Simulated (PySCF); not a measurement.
C₆H₁₂.
Numbering: `[CH3:1]/[CH:2]=[CH:3]\[CH:4]([CH3:5])[CH3:6]` (hydrogens: H7, H8, H9 on C1; H10 on C2; H11 on C3; H12 on C4; H13, H14, H15 on C5; H16, H17, H18 on C6)

Structure used (GFN2-xTB), in Å, numbered top down from 1:
```
atom  x, y, z in Å
C1     2.4645    0.0707   -0.4993
C2     1.6269    0.4202    0.6872
C3     0.3119    0.3301    0.8112
C4    -0.6834   -0.1456   -0.2059
C5    -1.6707    0.9800   -0.5234
C6    -1.4302   -1.3660    0.3369
H7     3.0179    0.9495   -0.8308
H8     3.1937   -0.6914   -0.2234
H9     1.8730   -0.3002   -1.3303
H10    2.1990    0.7892    1.5305
H11   -0.1388    0.6286    1.7502
H12   -0.1743   -0.4321   -1.1296
H13   -1.1457    1.8497   -0.9129
H14   -2.2078    1.2763    0.3755
H15   -2.3958    0.6521   -1.2656
H16   -2.1549   -1.7239   -0.3915
H17   -1.9595   -1.1085    1.2520
H18   -0.7343   -2.1722    0.5575
```

A PySCF run (density fitting, gas phase, GFN2-xTB geometry) gave HOMO -6.70 eV, LUMO 0.79 eV, dipole 0.32 D.

**Question.** Which of these levels was it?
A. PBE0/pcSseg-1
B. B97-2/pcSseg-1
C. WP04/pcSseg-1
D. PW91/STO-3G

**Answer.** B. It is B97-2/pcSseg-1. All candidates on this geometry:

| level and settings | kind | basis functions | SCF cycles | E (Eh) | HOMO (eV) | LUMO (eV) | dipole (D) |
| --- | --- | --- | --- | --- | --- | --- | --- |
| PW91/STO-3G | GGA | 42 | 12 | -232.8958 | -4.02 | 2.65 | 0.20 |
| WP04/pcSseg-1 | global hybrid fitted to proton shifts | 162 | 14 | -242.1245 | -8.00 | -1.24 | 0.29 |
| B97-2/pcSseg-1, grid level 4 | global hybrid | 162 | 12 | -235.7335 | -6.70 | 0.79 | 0.32 |
| PBE0/pcSseg-1, fitting basis def2-qzvpp-jkfit | global hybrid | 162 | 9 | -235.5205 | -6.96 | 0.84 | 0.32 |

The nearest other candidate, by the summed differences of HOMO and LUMO, is PBE0/pcSseg-1: its HOMO differs by -0.26 eV and its LUMO by +0.05 eV. Cycle counts include a coarse-grid stage where the run had one. WP04 was designed for NMR shieldings or shifts; total energies of different functionals aren't comparable.
